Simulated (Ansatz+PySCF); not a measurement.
Two shapes of singlet C₄H₁₀.

Shape 1:

```xyz
14

H     0.0000    0.0000    1.4738
C     0.0000    0.0000    0.3677
C     1.4538    0.0000   -0.0944
C    -0.7269    1.2590   -0.0944
C    -0.7269   -1.2590   -0.0944
H     1.5159    0.0000   -1.1960
H     1.9929    0.8896    0.2680
H     1.9929   -0.8896    0.2680
H    -0.7580    1.3128   -1.1960
H    -1.7669    1.2811    0.2680
H    -0.2260    2.1707    0.2680
H    -0.7580   -1.3128   -1.1960
H    -0.2260   -2.1707    0.2680
H    -1.7669   -1.2811    0.2680
```

Shape 2:

```xyz
14

H    -0.0246    0.0019    1.5173
C     0.0495   -0.0043    0.3730
C     1.4334   -0.0456   -0.0959
C    -0.7329    1.2981   -0.0639
C    -0.7744   -1.2739   -0.0900
H     1.4840   -0.0154   -1.1608
H     1.9550    0.8685    0.2430
H     1.9696   -0.9209    0.2366
H    -0.7231    1.3141   -1.1602
H    -1.7539    1.3291    0.2628
H    -0.2500    2.1781    0.3112
H    -0.7605   -1.3033   -1.1470
H    -0.2630   -2.1643    0.2348
H    -1.7976   -1.3138    0.2460
```

Basis set: def2-SVP (spherical functions). Frozen core: 4 orbitals. Charge 0, multiplicity 1.

Computed with Ansatz (development build ahead of 0.2.0); each method stands on the lowest determinant of its kind that the runs found.

Question: Which shape is lower in energy, and by how much in each method?

Answer:

```csv
method,E(2) − E(1) (eV)
RHF,0.326
UHF,0.326
UHF-MP2,0.355
PBE (unrestricted),0.375
r²SCAN (restricted),0.346
```

Shape 1 is lower.
